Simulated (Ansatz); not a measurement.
## A ladder of methods for C2H6S2 (1,2-ethanedithiol)

The species is C2H6S2 (10 atoms), meant as a singlet with charge 0. SMILES: `SCCS`. Geometry: relaxed at PBE0-D4/def2-TZVP. This is one conformer, not always the lowest.

| atom | x (Å) | y (Å) | z (Å) |
| --- | --- | --- | --- |
| S | 1.8456 | -1.0092 | 0.7139 |
| C | 0.3625 | -0.6156 | -0.2510 |
| C | -0.3625 | 0.6156 | 0.2510 |
| S | -1.8456 | 1.0092 | -0.7139 |
| H | 2.5630 | 0.0652 | 0.3475 |
| H | -0.2729 | -1.4989 | -0.1522 |
| H | 0.6150 | -0.5177 | -1.3072 |
| H | -0.6150 | 0.5177 | 1.3072 |
| H | 0.2729 | 1.4989 | 0.1522 |
| H | -2.5630 | -0.0652 | -0.3475 |

Quantity: the atomisation enthalpy at 298 K, in kJ/mol. The values are calculated. The thermal term (zero-point and 298 K enthalpy, harmonic and unscaled) is that of PBE0-D4/def2-TZVP; the spin-orbit lowering of the free atoms at 298 K, 3.8 kJ/mol by their spectra, is taken off.

**What was measured.** CRC Handbook of Chemistry and Physics gives the atomisation enthalpy at 298 K of the gas as 3305 kJ/mol.

| level | kind | program | value (kJ/mol) | computed − measured | CPU time (all runs) |
| --- | --- | --- | --- | --- | --- |
| HF/STO-3G | Hartree–Fock | Ansatz | 2963 | -342 | 0.42 s |
| HF/3-21G | Hartree–Fock | Ansatz | 2085 | -1220 | 0.97 s |
| HF/cc-pVDZ | Hartree–Fock | Ansatz | 2286 | -1019 | 4 s |
| B3LYP/6-31G* (spherical functions) | global hybrid | Ansatz | 3241 | -64 | 8.6 s |
| MP2/cc-pVDZ | perturbation theory | Ansatz | 3041 | -264 | 4.8 s |
| CCSD/cc-pVDZ | coupled cluster or CI | Ansatz | 2981 | -324 | 13 s |

Nearest: B3LYP/6-31G* (spherical functions) (-64 kJ/mol); farthest: HF/3-21G (-1220 kJ/mol). Computed less measured by kind, in kJ/mol (of the ab initio rows, those in cc-pVDZ): Hartree–Fock -1019; perturbation theory -264; coupled cluster or CI -324. Wave-function methods converge slowly with the basis and bind too weakly in sets of this size; that is part of their error here. In so small a basis fixed costs decide the times, and correlated methods can beat functionals. CPU times are rough (shared hosts, several kinds of processor and program).
